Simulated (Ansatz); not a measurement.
The inner images of a band of ClH + H5NSi (9 atoms, charge 0, multiplicity 1) are given out of order.

Computed with RKS B3LYP/def2-SVP in Ansatz.

Image 0:

```xyz
9
Properties=species:S:1:pos:R:3
Si -0.152 0.285 0.076
N 0.090 -0.110 1.783
H -0.750 -0.313 2.326
H 0.673 0.533 2.320
H 1.196 0.424 -0.533
H -0.916 1.551 -0.150
H -0.908 -0.844 -0.528
Cl 1.704 -2.818 1.709
H 1.021 -1.679 1.810
```

Image 8:

```xyz
9
Properties=species:S:1:pos:R:3
Si 0.453 -0.178 -0.496
N -0.232 -0.335 2.528
H -1.143 -0.564 2.930
H 0.163 0.400 3.118
H 0.752 -0.082 -1.956
H 0.577 1.176 0.093
H -0.896 -0.771 -0.337
Cl 1.921 -1.461 0.271
H 0.361 -1.155 2.663
```

Question: Put them in order from the first end to the last, with their energies above the first end.
A.
```xyz
9
Properties=species:S:1:pos:R:3
Si -0.022 0.064 0.116
N 0.103 -0.152 1.929
H -0.796 -0.203 2.415
H 0.671 0.559 2.397
H 1.334 0.260 -0.448
H -0.796 1.321 -0.047
H -0.802 -1.056 -0.458
Cl 1.487 -2.427 1.067
H 0.779 -1.337 1.841
```
B.
```xyz
9
Properties=species:S:1:pos:R:3
Si 0.213 -0.220 0.045
N 0.070 -0.259 2.088
H -0.886 -0.092 2.415
H 0.666 0.468 2.495
H 1.272 0.274 -0.885
H -0.518 1.114 0.222
H -0.880 -1.064 -0.504
Cl 1.596 -2.015 0.553
H 0.424 -1.176 2.386
```
C.
```xyz
9
Properties=species:S:1:pos:R:3
Si 0.294 -0.229 -0.063
N -0.019 -0.328 2.176
H -0.968 -0.116 2.489
H 0.604 0.384 2.566
H 1.065 0.140 -1.292
H -0.195 1.154 0.295
H -0.907 -1.036 -0.414
Cl 1.800 -1.704 0.524
H 0.285 -1.235 2.532
```
D.
```xyz
9
Properties=species:S:1:pos:R:3
Si 0.360 -0.212 -0.248
N -0.118 -0.383 2.299
H -1.046 -0.160 2.660
H 0.539 0.294 2.692
H 0.847 0.031 -1.640
H 0.156 1.161 0.288
H -0.897 -0.997 -0.344
Cl 1.960 -1.402 0.455
H 0.157 -1.300 2.652
```
E.
```xyz
9
Properties=species:S:1:pos:R:3
Si 0.437 -0.178 -0.470
N -0.217 -0.373 2.495
H -1.112 -0.206 2.959
H 0.478 0.183 2.997
H 0.733 -0.075 -1.932
H 0.372 1.198 0.078
H -0.823 -0.942 -0.314
Cl 2.063 -1.230 0.326
H 0.027 -1.348 2.674
```
F.
```xyz
9
Properties=species:S:1:pos:R:3
Si 0.077 -0.094 0.083
N 0.119 -0.194 1.995
H -0.807 -0.198 2.435
H 0.672 0.558 2.418
H 1.373 0.292 -0.510
H -0.723 1.192 0.070
H -0.836 -1.083 -0.524
Cl 1.449 -2.311 0.763
H 0.632 -1.132 2.083
```
G.
```xyz
9
Properties=species:S:1:pos:R:3
Si -0.100 0.196 0.124
N 0.066 -0.078 1.871
H -0.799 -0.220 2.394
H 0.647 0.588 2.380
H 1.275 0.315 -0.427
H -0.863 1.440 -0.187
H -0.825 -0.973 -0.436
Cl 1.612 -2.661 1.329
H 0.944 -1.578 1.765
```

Answer: G (+0.03 eV), A (+0.31 eV), F (+0.44 eV), B (+0.38 eV), C (+0.16 eV), D (-0.20 eV), E (-0.30 eV).

The run took 5 min on 1 thread of Arm Neoverse V2 (shared host), peak memory 0.15 GiB.
